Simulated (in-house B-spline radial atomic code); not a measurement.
**How G0W0 and RPA depend on the start: neutral krypton**

Configuration [Ar] 3d10 4s2 4p6. Computed with a B-spline radial code for spherical atoms: all electrons, scalar-relativistic (spin-free one-electron X2C), finite nucleus, each spin shell either full or empty, empty states to l = 9 with an (l + 1/2)⁻⁴ tail; G0W0 by contour deformation at full frequency.

| start | mean-field 4p (eV) | G0W0 (eV) | QP weight | RPA correlation (Eh) |
| --- | --- | --- | --- | --- |
| Hartree-Fock | -14.237 | -14.649 | 0.944 | -2.4026 |
| LDA VWN5 | -9.391 | -13.963 | 0.850 | -2.6538 |
| PBE | -9.246 | -13.942 | 0.843 | -2.6487 |
| PBE0 | -10.736 | -14.207 | 0.894 | -2.5788 |
| r2SCAN | -9.649 | ? | ? | ? |
| HSE06 | -10.312 | -14.154 | 0.883 | -2.5868 |
| B3LYP (VWN-RPA) | -10.442 | -14.178 | 0.884 | -2.5945 |
| SCAN | -9.653 | -14.002 | 0.876 | -2.6024 |
| TPSS | -9.377 | -13.966 | 0.853 | -2.6337 |
| BHandHLYP | -12.070 | -14.386 | 0.918 | -2.5169 |
| CAM-B3LYP | -12.157 | -14.422 | 0.917 | -2.5592 |
| LC-wPBE | -13.612 | ? | ? | ? |
| wB97X | -13.189 | -14.527 | 0.933 | -2.5404 |
| PBEsol | -9.238 | -13.946 | 0.846 | -2.6503 |
| BLYP | -9.091 | -13.923 | 0.833 | -2.651 |
| r2SCAN0 | -11.004 | -14.232 | 0.906 | -2.5507 |
| LDA exchange-only | -8.128 | -13.888 | 0.788 | -2.6531 |

**Question.** What G0W0 level, weight and RPA correlation energy follow from the r2SCAN start?

**Answer.** G0W0 level -14.042 eV, weight 0.876, RPA correlation -2.6044 hartree.

**Question.** What G0W0 level, weight and RPA correlation energy follow from the LC-wPBE start?

**Answer.** G0W0 level -14.507 eV, weight 0.935, RPA correlation -2.5516 hartree.

**Question.** How much of the dependence on the start does G0W0 remove?

**Answer.** The mean-field levels span 6.11 eV and the G0W0 levels 0.762 eV. Against 14.000 eV (NIST, measured) the G0W0 removal energies are off by -0.11 to +0.65 eV, with spin-orbit coupling, Breit and QED terms left out.
